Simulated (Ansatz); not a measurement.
A run for Ansatz (a program for electronic structure): U-PBE/def2-TZVPP on CH3O (SMILES C[O]), 2S+1 = 2, atoms moved off the minimum.

Ansatz 0.2 input:
```yaml
crystal:
  periodic: [false, false, false]
  atoms:
    - {symbol: C, position_ang: [-0.52637180, 0.07747590, -0.00105240]}
    - {symbol: O, position_ang: [0.86329853, -0.09983802, -0.02806218]}
    - {symbol: H, position_ang: [-1.05742903, 0.00996768, 1.12182972]}
    - {symbol: H, position_ang: [-0.57554408, 1.07073762, -0.15363530]}
    - {symbol: H, position_ang: [-1.07964164, -0.63765028, -0.58863988]}
basis:
  gaussian:
    orbitals: def2-TZVPP
hamiltonian:
  xc: {name: PBE}
magnetization: {spin_polarized: true, initial_magnetization: 1}
output: {forces: true}
```

The head of its log:

```
WARN ansatz: RAYON_NUM_THREADS=1 ignored (pool sized by the plan → 1); use --threads N
Functional definition: PBE
integrals: 0.02 GiB planned
508 factors; their error is unknown
mean field: 0.26 GiB planned
mean field evaluation 1: about -3123.0039 eV, gradient 3.2e1 eV
mean field evaluation 2: about -3117.9053 eV, gradient 4.5e1 eV
```

Predict the final total energy.

-114.9419 hartree.
